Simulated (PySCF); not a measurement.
Compound: SO2.
Cartesian coordinates in Å at the PBE0-D3(BJ)/def2-SVP level; atoms count from 1:
```xyz
3
SO2 angstrom
O     -1.267    0.293    0.017
S     -0.052   -0.506   -0.013
O      1.231    0.179   -0.023
```

Jobs on this species (3 atoms, 32 electrons) with PySCF (density fitting). Hardware of each: Arm Neoverse N1, one thread, no GPU, shared host. Times come from a shared host and carry two figures at best. Peak memory is the resident size of the whole Python process, interpreter and libraries included.

| level and settings | work | basis functions | SCF cycles | wall time | peak memory |
| --- | --- | --- | --- | --- | --- |
| delta-SCF UKS SCAN, pcX-2 on the ionised atom, pcseg-1 elsewhere, non-relativistic | ΔSCF core ionisation, 3 holes | 88 | ? | ? | ? |
| delta-SCF UKS SCAN, cc-pCVTZ on the ionised atom, pcseg-1 elsewhere, spin-free X2C | ΔSCF core ionisation, 3 holes | 87 | ? | ? | ? |
| delta-SCF UKS TPSS, pcX-2 on the ionised atom, pcseg-1 elsewhere, spin-free X2C | ΔSCF core ionisation, 3 holes | 88 | 45 | 5.5 s | 0.32 GiB |
| delta-SCF UKS SCAN, def2-TZVP on the ionised atom, pcseg-1 elsewhere, spin-free X2C | ΔSCF core ionisation, 3 holes | 65 | 45 | 4.1 s | 0.34 GiB |
| delta-SCF UKS CAM-B3LYP, pcX-2 on the ionised atom, pcseg-1 elsewhere, spin-free X2C | ΔSCF core ionisation, 3 holes | 88 | 42 | 7.1 s | 0.34 GiB |
| delta-SCF UKS HF, pcX-2 on the ionised atom, pcseg-1 elsewhere, spin-free X2C | ΔSCF core ionisation, 3 holes | 88 | 49 | 3.8 s | 0.32 GiB |
| delta-SCF UKS SCAN, pcX-2 on the ionised atom, pcseg-1 elsewhere, spin-free X2C | ΔSCF core ionisation, 3 holes | 88 | 46 | 5.0 s | 0.29 GiB |
| delta-SCF UKS SCAN, pcX-1 on the ionised atom, pcseg-1 elsewhere, spin-free X2C | ΔSCF core ionisation, 3 holes | 68 | 45 | 3.5 s | 0.34 GiB |
| delta-SCF UKS PBE0, pcX-2 on the ionised atom, pcseg-1 elsewhere, spin-free X2C | ΔSCF core ionisation, 3 holes | 88 | 42 | 5.8 s | 0.32 GiB |

Task: Fill in the missing figures.

Result: 
- delta-SCF UKS SCAN, pcX-2 on the ionised atom, pcseg-1 elsewhere, non-relativistic; ΔSCF core ionisation, 3 holes: 4.7 s, 0.34 GiB, 44 SCF cycles
- delta-SCF UKS SCAN, cc-pCVTZ on the ionised atom, pcseg-1 elsewhere, spin-free X2C; ΔSCF core ionisation, 3 holes: 5.8 s, 0.34 GiB, 45 SCF cycles

Task: What do all jobs in the table cost together?

Result: About 45 s; the longest takes about 16 % of that, and about 2 times as long as the shortest.
